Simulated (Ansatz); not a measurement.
**Molecular dynamics, step by step**

CH4F (SMILES [F-].C) (charge -1), singlet, PBE0-D4/def2-SVPD (Ansatz 0.2.0). Settings (timestep in fs, temperature in K; T counts 12 degrees of freedom):

```yaml
hamiltonian: {xc: pbe0, dispersion: d4}
md: {n_steps: 60, timestep: 0.5, temperature: 300, ensemble: nvt_nose_hoover, seed: 367, initial_velocities: maxwell_boltzmann}
```

Start (the SMILES describes the start alone):

```
6
angstrom
F -1.0652 0.2603 -2.1807
C 0.2107 -0.0515 0.4314
H -0.4280 0.3601 1.2198
H 1.1712 0.4738 0.4523
H -0.2775 0.0678 -0.5680
H 0.3887 -1.1105 0.6454
```

```csv
step,time (fs),potential energy less the start (meV),kinetic energy (meV),T (K)
0,0.00,0.0,155.1,300
4,2.00,58.7,97.1,188
8,4.00,123.8,32.4,63
12,6.00,111.4,44.4,86
16,8.00,91.5,64.7,125
20,10.00,23.7,132.1,255
24,12.00,27.9,128.2,248
28,14.00,101.0,55.9,108
32,16.00,122.7,34.2,66
36,18.00,109.6,47.5,92
40,20.00,54.8,102.4,198
44,22.00,13.8,143.4,277
48,24.00,77.6,80.8,156
52,26.00,117.3,41.4,80
56,28.00,120.3,38.6,75
60,30.00,85.3,74.0,143
```

Step 20, positions (Å) and forces (eV/Å):

```tsv
atom	x	y	z	Fx	Fy	Fz
F1	-1.066	0.258	-2.180	0.013	0.018	-0.018
C2	0.211	-0.049	0.433	0.379	0.361	-0.295
H3	-0.435	0.332	1.215	-0.319	0.358	0.428
H4	1.183	0.464	0.450	0.104	0.026	0.197
H5	-0.241	0.109	-0.566	-0.374	-0.010	-0.393
H6	0.353	-1.105	0.606	0.197	-0.753	0.080
```

Step 36, positions (Å) and forces (eV/Å):

| atom | x | y | z | Fx | Fy | Fz |
| --- | --- | --- | --- | --- | --- | --- |
| F1 | -1.065 | 0.257 | -2.178 | -0.039 | -0.026 | 0.075 |
| C2 | 0.212 | -0.047 | 0.427 | 0.276 | 0.834 | -0.558 |
| H3 | -0.416 | 0.390 | 1.202 | -0.367 | -0.256 | 0.514 |
| H4 | 1.214 | 0.441 | 0.580 | -0.608 | -0.116 | -0.697 |
| H5 | -0.346 | 0.084 | -0.574 | 0.869 | 0.301 | 0.218 |
| H6 | 0.382 | -1.108 | 0.550 | -0.131 | -0.737 | 0.449 |

Step 52, positions (Å) and forces (eV/Å):

| atom | x | y | z | Fx | Fy | Fz |
| --- | --- | --- | --- | --- | --- | --- |
| F1 | -1.065 | 0.255 | -2.176 | 0.076 | 0.071 | -0.032 |
| C2 | 0.208 | -0.044 | 0.424 | 0.190 | -0.404 | 0.615 |
| H3 | -0.452 | 0.286 | 1.271 | 0.390 | 0.309 | -0.733 |
| H4 | 1.194 | 0.466 | 0.449 | -0.124 | -0.254 | 0.535 |
| H5 | -0.174 | 0.188 | -0.610 | -0.713 | -0.474 | 0.206 |
| H6 | 0.322 | -1.147 | 0.635 | 0.181 | 0.752 | -0.591 |

Last step (60):

| atom | x (Å) | y (Å) | z (Å) |
| --- | --- | --- | --- |
| F1 | -1.0649 | 0.2553 | -2.1749 |
| C2 | 0.2081 | -0.0466 | 0.4310 |
| H3 | -0.4429 | 0.2922 | 1.2223 |
| H4 | 1.2034 | 0.4624 | 0.4525 |
| H5 | -0.2002 | 0.1725 | -0.6213 |
| H6 | 0.3214 | -1.0993 | 0.5920 |

The run took about 26 s on 2 CPU threads of an Intel Xeon Platinum 8488C (shared host).
